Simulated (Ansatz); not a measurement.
# Worked example: building the atomization energy of C3H4, singlet

Measured: the G2/97 heats of formation, with zero-point and thermal terms from B3LYP taken off, give an electronic atomization energy of 703.3 kcal/mol (Curtiss et al., J. Chem. Phys. 106, 1063 (1997); Staroverov et al., J. Chem. Phys. 119, 12129 (2003)). The calculation below tries to reproduce it.

Geometry (MP2(full)/6-31G*, from the G2/97 set):

```xyz
7

C     0.0000    0.0000    0.0000
C     0.0000    0.0000    1.3112
C     0.0000    0.0000   -1.3112
H     0.0000    0.9268    1.8766
H     0.0000   -0.9268    1.8766
H     0.9268    0.0000   -1.8766
H    -0.9268    0.0000   -1.8766
```

Atomization energies (atoms less molecule, kcal/mol) from Ansatz 0.2.0, frozen cores, restricted molecule, unrestricted atoms (their steps beyond CCSDT(Q) from restricted open-shell runs), sets cc-pVDZ, cc-pVTZ, cc-pVQZ:

| level | DZ | TZ | QZ |
| --- | --- | --- | --- |
| HF | 511.71 | 521.42 | 522.49 |
| CCSD(T) | 650.88 | 685.26 | 694.85 |
| CCSDT | 650.81 | 684.64 | – |
| CCSDT(Q) | 651.50 | 685.47 | – |
| CCSDTQ | 651.46 | – | – |

**Question.** Extrapolate Hartree–Fock with exp(−5.46 √X) and the CCSD(T) correlation part with X⁻³ (X = 3, 4), add each higher step from the largest set that has it, and compare with the measured value.

**Answer.** Hartree–Fock: 522.49 + (522.49 − 521.42) × 0.301 = 522.81.
Correlation: TZ 163.84, QZ 172.36; (64 × 172.36 − 27 × 163.84) / 37 = 178.58.
Full triples (TZ): 684.64 − 685.26 = -0.62.
(Q) (TZ): 685.47 − 684.64 = 0.83.
Full quadruples (DZ): 651.46 − 651.50 = -0.04.
Sum: 701.6 kcal/mol, 1.7 below the measured 703.3.

The steps beyond CCSD(T) add 0.17 kcal/mol, while going from QZ to the limit adds 6.54. Core correlation, scalar relativity, spin–orbit terms and the relaxation from this MP2 geometry are missing from the sum, and the measured value has its own uncertainty.
